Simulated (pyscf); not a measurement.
# Substitution at C: H₃C–SiH₂–CH₃ (SMILES C[SiH2]C) + H• (SMILES [H]) -> CH₄ (SMILES C) + H₃C–SiH₂• (SMILES C[SiH2])

Gas phase, doublet surface, charge 0. Bonds broken: C1–Si2. Bonds formed: C1–H12. PySCF, gas phase, ωB97X-D3(BJ)/def2-SVP geometries.

Transition state (Å):

```xyz
12

C     -0.2983    -1.0670    -0.3418
Si    -0.6951     1.0804    -0.1424
C     -1.6452     1.3436     1.4654
H     -1.3687    -1.2979    -0.3376
H      0.2658    -1.0830     0.5966
H      0.2310    -0.9580    -1.2930
H      0.5966     1.8389    -0.1159
H     -1.5010     1.5615    -1.3102
H     -1.0561     0.9917     2.3279
H     -2.5948     0.7844     1.4527
H     -1.8811     2.4076     1.6281
H     -0.0593    -2.4945    -0.4316
```

One imaginary mode, 1479i cm⁻¹; descent along it reached the two sides named.

```
bond    change  reactant side (Å)  saddle  product side
------  ------  -----------------  ------  ------------
C1–Si2  breaks              1.882   2.193           3.9
C1–H12   forms                3.8   1.450         1.099
```

Electronic energies relative to the separated reactants (kcal/mol):

```
level                   barrier  reaction energy  reverse barrier
----------------------  -------  ---------------  ---------------
ωB97X-D3(BJ)/def2-TZVP     30.9            -15.7             46.6
PBE/def2-TZVP              20.6            -20.1             40.6
r²SCAN/def2-TZVP           21.7            -20.8             42.5
B3LYP-D3(BJ)/def2-TZVP     23.8            -21.0             44.8
PBE0-D3(BJ)/def2-TZVP      24.9            -18.1             43.0
M06-2X/def2-TZVP           28.2            -19.1             47.2
ωB97M-D3(BJ)/def2-TZVP     29.3            -16.9             46.2
HF/def2-TZVP               45.7            -17.9             63.6
```

With ωB97M-D3(BJ)/def2-TZVP energies and thermal terms (ideal gas, 1 atm, RRHO with modes under 100 cm⁻¹ raised to 100, one conformer, R ln 2 for chiral ones without a mode under 150 cm⁻¹), in kcal/mol:

| T (K) | ΔH‡ | ΔG‡ | ΔH | ΔG |
|---|---|---|---|---|
| 298 | 29.8 | 35.7 | -13.3 | -16.4 |
| 600 | 29.3 | 41.9 | -14.7 | -19.0 |
| 900 | 28.8 | 48.3 | -16.2 | -20.8 |
| 1200 | 28.5 | 54.8 | -17.7 | -22.1 |

The same reactants have a lower exit, to H₃C–SiH•–CH₃ + H₂ (barrier +4.5 kcal/mol at ωB97M-D3(BJ), against +29.3 kcal/mol here). This is the saddle that the search found; another between the same sides may lie lower. The angle at the attacked C is 178°.
